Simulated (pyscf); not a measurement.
HO–AsH–AsH₂ (SMILES O[AsH][AsH2]) + H₂ (SMILES [H][H]) -> H₂As–AsH₂ (SMILES [AsH2][AsH2]) + H₂O (SMILES O), a four-centre exchange (singlet surface; As–O, H–H broken, As–H, H–O formed). Optimised with ωB97X-D3(BJ)/def2-SVP in PySCF. Energies in kJ/mol from the separated reactants.

Small-basis levels: PySCF, no dispersion term, spherical d functions. AM1 to PM7: differences of heats of formation from MOPAC. GFN2-xTB: tblite. Cost: rough CPU time at the saddle relative to B3LYP/6-31G*+LANL2DZ, from one job on a shared machine.

| level | barrier | reaction energy | cost |
|---|---|---|---|
| HF/6-31G*+LANL2DZ | 285.4 | -58.4 | 0.1 |
| BP86/6-31G*+LANL2DZ | 173.3 | -36.4 | 2 |
| B3LYP/LANL2DZ | 193.1 | -44.7 | 0.9 |
| B3LYP/def2-SVP | 185.1 | -48.0 | 2 |
| GFN2-xTB | 174.7 | -8.4 | under 0.02 |
| PM3 | 315.7 | +25.4 | under 0.02 |
| PM6 | 280.8 | +52.5 | under 0.02 |
| ωB97M-D3(BJ)/def2-TZVP | 202.4 | -46.7 | – |

Against the last row the barrier runs from -29.2 (BP86/6-31G*+LANL2DZ) to +113.3 kJ/mol (PM3). ωB97M-D3(BJ)/def2-TZVP has limits of its own. From the product side, AsH₂• + AsH₂• + H₂O lies, by one bond made or cut, 40.8 kJ/mol under this saddle at ωB97M-D3(BJ). This is the saddle that the search found; another between the same sides may lie lower. In the def2 sets elements up to Kr have no core potential.
